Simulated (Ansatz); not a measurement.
```yaml
crystal:
  periodic: [false, false, false]
  atoms:
    - {symbol: C, position_ang: [-2.097467, -0.578990, -0.007275]}
    - {symbol: Ga, position_ang: [-0.379390, 0.369904, 0.003949]}
    - {symbol: Cl, position_ang: [1.469924, -0.586597, -0.005908]}
    - {symbol: H, position_ang: [-0.465221, 1.944440, 0.021378]}
basis:
  gaussian: {orbitals: def2-TZVP}
magnetization: {spin_polarized: true, initial_magnetization: 3}
hamiltonian: {xc: pbe0}
relax: {f_tol: 0.004, max_steps: 80}
```

```sh
$ ansatz run in.yaml --threads 1 --pin off --events-out ev --progress --plain --max-ram 2176MiB
```

Steps of the relaxation (energy above the last step; positions in Å, forces in eV/Å):

```
4
step 1, 60.7 meV
C    -2.097   -0.579   -0.007    0.399   -0.023    0.000
Ga   -0.379    0.370    0.004   -1.163    0.833    0.009
Cl    1.470   -0.587   -0.006    0.683   -0.524   -0.006
H    -0.465    1.944    0.021    0.081   -0.287   -0.003
```

```
4
step 2, 6.5 meV
C    -2.053   -0.624   -0.008    0.233    0.058    0.001
Ga   -0.405    0.422    0.005   -0.343    0.124    0.001
Cl    1.444   -0.630   -0.006    0.061   -0.077   -0.001
H    -0.458    1.981    0.022    0.049   -0.105   -0.001
```

```
4
step 3, 0.2 meV
C    -2.023   -0.649   -0.008    0.034    0.034    0.000
Ga   -0.422    0.444    0.005   -0.076   -0.030    0.000
Cl    1.416   -0.640   -0.007    0.038   -0.010    0.000
H    -0.443    1.994    0.022    0.004    0.006    0.000
```

```
4
step 4, 0.0 meV
C    -2.025   -0.646   -0.008    0.000    0.000    0.000
Ga   -0.424    0.441    0.005   -0.005   -0.005    0.000
Cl    1.420   -0.638   -0.006    0.002    0.001    0.000
H    -0.442    1.992    0.022    0.003    0.004    0.000
```

```
4
step 5, 0.0 meV
C    -2.025   -0.646   -0.008    0.000    0.000    0.000
Ga   -0.425    0.441    0.005    0.000    0.000    0.000
Cl    1.420   -0.637   -0.006    0.000    0.000    0.000
H    -0.442    1.991    0.022    0.000    0.001    0.000
```

Close pairs at the end: Ga2–H4 1.551 Å, C1–Ga2 1.935 Å, Ga2–Cl3 2.137 Å.

A stationary point of unrestricted PBE0 after 5 steps, with ⟨S²⟩ = 3.753 against 3.75 for a pure state; no frequencies were run, so it isn't proven a minimum. 46 s on 1 thread of Intel Xeon Platinum 8375C, shared host.
